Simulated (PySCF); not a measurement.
Converging AlO⁺ in the basis (PBE0)

PySCF, UKS reference; triplet, unpaired electrons σ ↑, π ↑; De to Al⁺ + O without counterpoise correction.

| basis | relativity | functions | Re (Å) | ωe (cm⁻¹) | De (eV) | μ (D) |
| --- | --- | --- | --- | --- | --- | --- |
| jorge-DZP-DKH | spin-free X2C | 39 | 1.782 | 680 | 1.09 | -4.67 |
| def2-SVPD | no relativity | 47 | 1.762 | 739 | 1.32 | -4.72 |
| def2-TZVP | no relativity | 68 | 1.733 | 766 | 1.42 | -4.54 |
| def2-TZVPPD | no relativity | 88 | 1.733 | 765 | 1.42 | -4.54 |

Question: How does each smaller set differ from the one with most functions, def2-TZVPPD?

Answer: jorge-DZP-DKH: +4.9 pm, -11.1 % in ωe, -0.33 eV in De; def2-SVPD: +2.9 pm, -3.4 % in ωe, -0.10 eV in De; def2-TZVP: +0.0 pm, +0.1 % in ωe, +0.00 eV in De. All at PBE0; the set with most functions is neither the basis-set limit nor always the best. The rows treat relativity differently, so the differences are not basis effects alone.

A positive dipole points towards O; it is taken about the centre of mass and depends on that origin. For an ion De counts to the pair picked by the measured ionisation energies or electron affinities, which need not be the lowest pair at this level. The state was picked by a PBE0 search and need not be the measured ground state.
